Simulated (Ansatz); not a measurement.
## How far each method lies from full CI for CF4, singlet

Geometry: MP2(full)/6-31G*, from the G2/97 set.

```yaml
atoms:
  - { symbol: C, position_ang: [0.0000, 0.0000, 0.0000] }
  - { symbol: F, position_ang: [0.7674, 0.7674, 0.7674] }
  - { symbol: F, position_ang: [-0.7674, -0.7674, 0.7674] }
  - { symbol: F, position_ang: [-0.7674, 0.7674, -0.7674] }
  - { symbol: F, position_ang: [0.7674, -0.7674, -0.7674] }
```

Basis STO-3G; Ansatz 0.2.0. Only valence electrons are correlated (noble-gas cores frozen), which leaves 32 electrons in 20 orbitals. Prefix R: restricted or restricted open-shell reference. Active spaces: frontier = (8e, 8o) about the gap.

Full CI is exact within this basis and frozen core; it isn't the basis-set limit.

- UHF ⟨S²⟩: 0.000
- T1 diagnostic (RCCSD): 0.0085
- largest doubles amplitude (RCCSD): 0.036

```json
{"level": "RMP2", "E − E(RHF) (eV)": "-3.0051"}
{"level": "RCCSD", "E − E(RHF) (eV)": "-3.6830"}
{"level": "RCCSD(T)", "E − E(RHF) (eV)": "-3.8300"}
```

(1) Estimate how far full CI in STO-3G lies from RCCSD(T). The table doesn't fix it; the size of (T) and the diagnostics are the guide.

(1) Full CI in STO-3G lies 30 meV below RCCSD(T), which is 20 % of the (T) step (-147 meV). The diagnostics are small and one determinant leads, so the series closes fast and only a small part of (T) is left.

The other levels:

| level | E − E(full CI) (meV) | share of correlation (%) | wall time |
| --- | --- | --- | --- |
| CISD | 295 | 92.37 | 0.58 s |
| BCCD(T) | 27 | 99.30 | 0.5 s |
| RCCSDT | 0 | 99.99 | – |
| CISDTQ | 9 | 99.76 | 1.7 s |
| RCCSDT(Q) | -1 | 100.04 | 2.1 s |
| RCCSDTQ | -1 | 100.02 | 95 s |
| CASSCF (frontier space) | 1597 | 58.64 | – |
| NEVPT2 (frontier space) | 410 | 89.38 | 3.6 s |
| MRCISD (frontier space) | 104 | 97.29 | – |
| MRCISD+Q (frontier space) | 53 | 98.63 | 6.5 s |

The correlation energy at full CI, counted from RHF, is -3.860 eV. That run took 26 s on 1 thread of AMD EPYC 7R13, shared host over 5,871,393 determinants.

Times hold each run's SCF and search for its determinant on a shared host, so for small cases they say little of a method's own cost; they ran on 1 thread of AMD EPYC 7R13.

The full-CI state has the irrep A1 of C2v, in the program's axes (one component, if the state is degenerate).

Natural occupations of full CI about the gap: 1.994 1.984 1.970 1.970 1.970 0.038 0.036 0.036 0.036; effectively unpaired electrons, Σ n²(2−n)², 0.03.

Atomization energy (electronic, same basis, no zero-point term; atoms at the same level, unrestricted beside the R rows where the molecule is a closed shell, with restricted open-shell steps beyond CCSDT(Q)) at full CI: 1447.6 kJ/mol. Errors of other levels:

| level | error (kJ/mol) |
| --- | --- |
| RHF | -319.3 |
| RMP2 | -55.2 |
| CISD | -28.4 |
| RCCSD | -17.1 |
| RCCSD(T) | -2.9 |
| BCCD(T) | -2.6 |
| RCCSDT | 0.0 |
| CISDTQ | -0.9 |
| RCCSDT(Q) | 0.1 |
| RCCSDTQ | 0.1 |

This basis is far from its limit, so the value isn't to be set against a measured one. Truncated CI isn't size-consistent, which counts against it in atomization.
